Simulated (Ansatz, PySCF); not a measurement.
How UKS-B3LYP/6-31G* and FCI compare on the harmonic wavenumber of diatomic hydrides.

Values in cm⁻¹, from Ansatz (an electronic-structure program) and PySCF. Where two bases are given, the first is that of UKS-B3LYP/6-31G*. Full CI is exact in its basis, with frozen cores. Scans on which UKS-B3LYP/6-31G* failed, held another spin at the minimum or broke off are missing, so the means are lower bounds.

```
system                             basis  UKS-B3LYP/6-31G*   FCI  UKS-B3LYP/6-31G* − FCI
------------------  --------------------  ----------------  ----  ----------------------
HLi singlet         6-31G* / aug-cc-pVQZ              1400  1390                      10
HSi cation singlet      6-31G* / cc-pVDZ              2160  2140                      20
HSi cation singlet  6-31G* / aug-cc-pVTZ              2160  2150                      10
HO cation triplet       6-31G* / cc-pVDZ              3040  3130                     -90
HSi cation singlet    6-31G* / def2-TZVP              2160  2160                       0
CH cation singlet   6-31G* / aug-cc-pVTZ              2880  2840                      40
HAs triplet           6-31G* / def2-TZVP              2130  2150                     -20
HSi doublet             6-31G* / cc-pVDZ              2020  2020                       0
HF cation doublet      6-31G* / def2-SVP              2890  3120                    -230
HAl singlet             6-31G* / cc-pVDZ              1650  1660                     -10
```

The mean difference from FCI is -27 cm⁻¹ (median 0) and the mean absolute one 43 cm⁻¹ (median 15); UKS-B3LYP/6-31G* lies above in 4 and below in 4 of 10 cases. It is closest for HSi doublet (0), HSi cation singlet (0), HLi singlet (10) and furthest off for HF cation doublet (-230), HO cation triplet (-90), CH cation singlet (40).
